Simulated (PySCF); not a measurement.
Consider thioformyl radical, `[CH]=S` (CHS•, doublet). Coordinates in Å; atoms count from 1 in this order:
```
C    -0.0962    0.1057   -0.3561
S     1.1761    0.2961    0.5309
H    -1.0575   -0.4072   -0.2004
```

Level of theory: ωB97X-D3(BJ)/ma-def2-TZVP single points in PySCF, grid level 2; every species was optimised with PBE0-D3(BJ)/ma-def2-SVP. The prefix ma- adds one diffuse s and one diffuse p function on all atoms but H. ωB97X-D3(BJ) is ωB97X-V with D3(BJ) in place of VV10. Zero-point and thermal terms (298.15 K, 1 bar) come from unscaled PBE0-D3(BJ)/ma-def2-SVP harmonic frequencies, with soft modes damped to free rotors in the entropy.

Problem. What are the vertical and the adiabatic ionisation energy for forming the singlet cation?

Solution. 8.73 eV vertical and 7.80 eV adiabatic, the latter with zero-point energy.

Problem. What oxidation potential follows in acetonitrile (IEF-PCM), given that Fc+/Fc comes at 4.54 V absolute with this functional and basis?

Solution. In the gas phase ΔG of oxidation is 7.859 eV, and solvation is -7.2 kJ/mol for the parent and -281.3 kJ/mol for the product, so the absolute potential is 5.02 V, or 0.47 V against Fc+/Fc. Fc+/Fc in acetonitrile, 4.54 V, is ωB97X-D3(BJ)/ma-def2-TZVP on PBE0-D3(BJ)/def2-SVP structures with GFN2-xTB thermal terms. Benchmark calculations put it near 5.0 V in acetonitrile and DMSO, so it is about 0.5 V low, and the value against it can read up to that much too high. The solvent is electrostatics only, on gas-phase structures; the absolute scale refers to an electron at rest in vacuum.

Problem. What are the vertical and the adiabatic electron affinity for forming the singlet anion?

Solution. 0.35 eV vertical and 0.94 eV adiabatic, the latter with zero-point energy.

Problem. What reduction potential follows in acetonitrile (IEF-PCM), given that Fc+/Fc comes at 4.54 V absolute with this functional and basis?

Solution. In the gas phase −ΔG of reduction is 0.930 eV, and solvation is -7.2 kJ/mol for the parent and -257.1 kJ/mol for the product, so the absolute potential is 3.52 V, or -1.02 V against Fc+/Fc. Fc+/Fc in acetonitrile, 4.54 V, is ωB97X-D3(BJ)/ma-def2-TZVP on PBE0-D3(BJ)/def2-SVP structures with GFN2-xTB thermal terms. Benchmark calculations put it near 5.0 V in acetonitrile and DMSO, so it is about 0.5 V low, and the value against it can read up to that much too high. The solvent is electrostatics only, on gas-phase structures; the absolute scale refers to an electron at rest in vacuum.

Problem. What are the vertical and the adiabatic electron affinity for forming the triplet anion?

Solution. 0.37 eV vertical and 0.53 eV adiabatic, the latter with zero-point energy.

Problem. Where does the unpaired spin of the relaxed triplet anion sit?

Solution. C1 (carbonyl-type carbon) 1.49, S2 (thiocarbonyl sulfur) 0.51 (intrinsic atomic orbital populations).

Problem. What reduction potential follows in acetonitrile (IEF-PCM), given that Fc+/Fc comes at 4.54 V absolute with this functional and basis?

Solution. In the gas phase −ΔG of reduction is 0.541 eV, and solvation is -7.2 kJ/mol for the parent and -255.2 kJ/mol for the product, so the absolute potential is 3.11 V, or -1.43 V against Fc+/Fc. Fc+/Fc in acetonitrile, 4.54 V, is ωB97X-D3(BJ)/ma-def2-TZVP on PBE0-D3(BJ)/def2-SVP structures with GFN2-xTB thermal terms. Benchmark calculations put it near 5.0 V in acetonitrile and DMSO, so it is about 0.5 V low, and the value against it can read up to that much too high. The solvent is electrostatics only, on gas-phase structures; the absolute scale refers to an electron at rest in vacuum.

Problem. Which spin state does reduction lead to?

Solution. The singlet, 0.41 eV below the triplet.

Differences come from unrounded values, so a last digit can differ from that of the printed terms.
